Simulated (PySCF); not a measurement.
# Electronic absorption of [C4H5F2]+

C₄H₅F₂ (charge +1).
Z-matrix (Å and degrees, GFN2-xTB geometry), rows numbered from 1:
```
C 
C   1  1.4334
C   2  1.3876  1  124.04
C   3  1.3728  2  122.29  1   179.37
F   4  1.2814  3  123.48  2   179.95
F   4  1.2880  3  124.34  2    -0.25
H   1  1.0996  2  109.63  3   125.02
H   1  1.0869  2  114.39  3    -0.00
H   1  1.0997  2  109.67  3  -125.02
H   2  1.0875  1  117.63  3   179.95
H   3  1.0839  2  120.80  1    -0.51
```

Theory: TDDFT PBE0/def2-SVPD, vertical, gas phase, core orbitals frozen in the response in PySCF.

```csv
state,λ (nm),E (eV),f,symmetry,"main configurations (H = HOMO, L = LUMO)"
S1,230.2,5.39,0.555,A′,H→L (98%)
S2,221.8,5.59,0.0019,–,H-1→L (96%)
S3,189.0,6.56,0.0016,–,H-2→L (96%)
S4,168.6,7.36,0.0004,–,H-4→L (99%)
S5,162.5,7.63,0.016,A′,H-3→L (98%)
S6,153.1,8.10,0.0003,–,H-5→L (97%)
```

Triplets, Tamm–Dancoff:

```json
{"state": "T1", "E (eV)": "3.03", "λ (nm)": "408.9", "main configurations (H = HOMO, L = LUMO)": "H→L (98%)"}
{"state": "T2", "E (eV)": "5.26", "λ (nm)": "235.7", "main configurations (H = HOMO, L = LUMO)": "H-1→L (93%)"}
```

The lowest singlet comes at 230 nm (520 kJ/mol) in the ultraviolet; it is strong; its leading configuration is HOMO→LUMO (98%). The lowest level is also the most intense of those listed (f = 0.555). Löwdin shares by element: HOMO carbon 76% (atoms not listed hold the other 24%); LUMO carbon 68% or more, fluorine 9% or more (atoms not listed hold the other 23%). The listed states span 2.71 eV, and the widest gap between neighbours is 0.97 eV (S2 to S3). The oscillator strengths of these states sum to 0.575; summed over the whole spectrum of an exact calculation they would give the number of electrons, 46 (Thomas–Reiche–Kuhn). Weighted by f, the mean energy of these states is 5.45 eV. Symmetry labels in Cs follow from the direction of the transition dipole and are given only for states with f of 0.002 or more. Only the lowest 6 singlets were computed, as vertical energies without vibronic structure.

Rough CPU time on one thread of a shared machine: about 50 s (grids of density and orbitals included).

One conformer stands for the species.
